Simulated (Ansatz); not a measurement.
Relaxation of CH6OSi (9 atoms, charge 0, multiplicity 1), to a largest force component of 0.03 eV/Å in at most 50 steps.

Theory: Ansatz, RKS PBE-D4/6-31G*.

```xyz
9
Properties=species:S:1:pos:R:3
Si 0.261 0.043 0.017
O 0.496 -0.122 1.665
H -0.292 -0.304 2.212
H 1.694 0.222 -0.204
C -0.797 1.498 -0.545
H -1.873 1.350 -0.352
H -0.481 2.440 -0.066
H -0.673 1.614 -1.638
H -0.274 -1.202 -0.645
```

Problem. Where does it end, and by what steps?

Solution. The run converged. After 5 steps the energy has fallen by 0.142 eV; H4 moved furthest, 0.19 Å.

```
step  energy less start (eV)  largest force component (eV/Å)  accepted
   0                  0.0000                           0.885       yes
   1                 -0.1329                           0.217       yes
   2                 -0.1394                           0.122       yes
   3                 -0.1412                           0.069       yes
   4                 -0.1422                           0.044       yes
   5                 -0.1424                           0.023       yes
```

```xyz
9
Properties=species:S:1:pos:R:3
Si 0.313 0.054 0.045
O 0.405 -0.100 1.721
H -0.440 -0.338 2.147
H 1.731 0.272 -0.381
C -0.769 1.489 -0.524
H -1.827 1.353 -0.242
H -0.421 2.447 -0.101
H -0.728 1.573 -1.625
H -0.203 -1.212 -0.595
```

Whether the end is a true minimum wasn't checked by a vibrational analysis.

Run time: 9.9 s on 1 thread of Arm Neoverse V2, on a shared host, peak memory 0.12 GiB.
